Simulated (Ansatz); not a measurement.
BClH2, SMILES BCl, a composite energy at a relaxed geometry

Program: the Ansatz DFT code, driven from Python.

Contents of `bclh2.xyz`:
```text
4

B    -0.10400   -0.00780   -0.05950
Cl    1.44170   -0.39170    0.74140
H    -1.17140   -0.53980    0.21120
H    -0.11080    0.87900   -0.91340
```

Typed at the interpreter:
```pycon
>>> import itertools
>>> import ansatz as az
>>> from ase.data import atomic_numbers, covalent_radii
>>> import numpy as np
>>> geometry = az.Crystal.molecule_from_extxyz("bclh2.xyz")
>>> calc = (
...     geometry.calculation()
...     .basis(gaussian="def2-SVP")
...     .functional("pbe0")
... )
>>> symbols = [site.symbol for site in geometry.cartesian_sites]
>>> start = np.array([site.position_ang for site in geometry.cartesian_sites], dtype=float)
>>> summary = calc.relax(force_tolerance=0.01, max_steps=100).run(threads=1, backend="cpu").report
>>> end = np.array(summary["positions_ang"])
>>> radius = [covalent_radii[atomic_numbers[s]] for s in symbols]
>>> span = lambda where, i, j: np.linalg.norm(where[i] - where[j])
>>> bonded = [(i, j) for i, j in itertools.combinations(range(len(symbols)), 2) if min(span(start, i, j), span(end, i, j)) < 1.2 * (radius[i] + radius[j])]
>>> print("pair        before    after (A)")
pair        before    after (A)
>>> for i, j in bonded:
...     print(f"{symbols[i]}{i}-{symbols[j]}{j}".ljust(10), f"{span(start, i, j):8.4f} {span(end, i, j):8.4f}")
...
B0-Cl1       1.7827   1.7382
B0-H2        1.2230   1.2032
B0-H3        1.2311   1.2032
>>> for first, second in list(itertools.combinations(bonded, 2)):
...     shared = set(first) & set(second)
...     if shared and symbols[(j := shared.pop())] != "H":
...         i, k = sorted((set(first) | set(second)) - {j})
...         u, v = end[i] - end[j], end[k] - end[j]
...         angle = np.degrees(np.arccos(np.clip(u @ v / np.linalg.norm(u) / np.linalg.norm(v), -1, 1)))
...         print(f"final angle {symbols[i]}{i}-{symbols[j]}{j}-{symbols[k]}{k}: {angle:.2f} deg")
...
final angle Cl1-B0-H2: 118.19 deg
final angle Cl1-B0-H3: 118.19 deg
final angle H2-B0-H3: 123.62 deg
>>> minimum = az.Crystal.molecule()
>>> for symbol, place in zip(symbols, end):
...     minimum = minimum.atom(symbol, place.tolist())
...
>>> at_minimum = minimum.calculation()
>>> level = lambda method, basis: at_minimum.basis(gaussian=basis).correlation(method).run(threads=1, backend="cpu").report
>>> small, large, cluster = level("mp2", "cc-pVDZ"), level("mp2", "cc-pVTZ"), level("ccsd_t", "cc-pVDZ")
>>> corr = lambda each: (each["free_energy_ev"] - each["reference_energy_ev"]) / 27.211386246
>>> mp2_limit = (27 * corr(large) - 8 * corr(small)) / 19
>>> pieces = {"HF / cc-pVTZ": large["reference_energy_ev"] / 27.211386246, "MP2 correlation, DZ-TZ limit": mp2_limit, "CCSD(T) - MP2 / cc-pVDZ": corr(cluster) - corr(small)}
>>> for name, value in pieces.items():
...     print(f"{name:32s} {value:14.6f} Ha")
...
HF / cc-pVTZ                        -485.397332 Ha
MP2 correlation, DZ-TZ limit          -0.323940 Ha
CCSD(T) - MP2 / cc-pVDZ               -0.033942 Ha
>>> print(f"{'sum':32s} {sum(pieces.values()):14.6f} Ha")
sum                                 -485.755214 Ha
>>> print("T1 diagnostic", round(cluster["correlation"]["coupled_cluster"]["t1_diagnostic"], 4))
T1 diagnostic 0.0132
```

What to keep in mind:
- Total energies depend on the basis set; only differences at equal settings carry meaning.
- The sum leaves out core correlation, relativity, the Hartree-Fock basis error and zero-point energy; a DZ-TZ extrapolation is rough.
- Inner cores stay frozen, so this is valence correlation.
- For Al to Cl the sets with a tight d function, cc-pV(X+d)Z, are usual.
- It ran for 5 s on 1 thread of Arm Neoverse V2, on a shared host, peak memory 0.19 GiB.
